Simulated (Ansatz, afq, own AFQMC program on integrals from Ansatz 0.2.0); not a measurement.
## N2H, quartet in cc-pVDZ, levels against CCSDT(Q)

```xyz
3

N     0.0000    0.0297    0.6779
N     0.0000    0.0315   -0.7653
H     0.0000   -0.8500    1.2154
```

Connectivity, by distances: NH–N.

Basis cc-pVDZ. Only valence electrons are correlated. AFQMC by an in-house program on the Cholesky factors that Ansatz 0.2.0 writes for its CCSD(T) run. ph-AFQMC/CISD is guided by a CISD state made of CCSD amplitudes; releasing the constraint for a short imaginary time cuts its bias at the price of noise, slowly where states lie close. ± is one standard error of the sampling.

Determinant: UHF, the one that the program's search chose, which needn't be the lowest solution. The geometry is a point of a scan.

No full CI on the walks' own integrals is used here; CCSDT(Q) serves as the reference and is uncertain by about the last step of the cluster series.

Cautions: lower spins were not checked.

* T1 diagnostic: 0.0227
* weight of the determinant in the CISD state: 0.901
* ⟨S²⟩ of the determinant: 3.773
* size of the correlated space: 11 electrons in 31 orbitals

Reference: CCSDT(Q), correlation energy -7.324 eV. The released energy is read at 1.62 1/Eh, later times being too noisy (meV from the phaseless value at times in 1/Eh: -14 ± 11 at 0.24, -14 ± 11 at 0.51, -15 ± 11 at 0.99, -13 ± 16 at 1.62, -16 ± 22 at 2.40).

| level | E − E(reference) (kJ/mol) | share of correlation (%) |
| --- | --- | --- |
| HF | 706.7 | 0.00 |
| MP2 | 107.1 | 84.84 |
| CCSD | 20.2 | 97.14 |
| CCSD(T) | 3.9 | 99.45 |
| CCSDT | 1.4 | 99.80 |
| ph-AFQMC/CISD | 0.2 ± 1.0 | 99.97 |
| released AFQMC | -1.0 ± 1.5 | 100.14 |

A walk keeps the symmetry of its determinant, which the program's search chose and which needn't be the lowest solution, so a lower state of the same spin and another symmetry isn't excluded. Released energies are given only where the last usable release times agree within the noise; a slower fall can still hide under it.
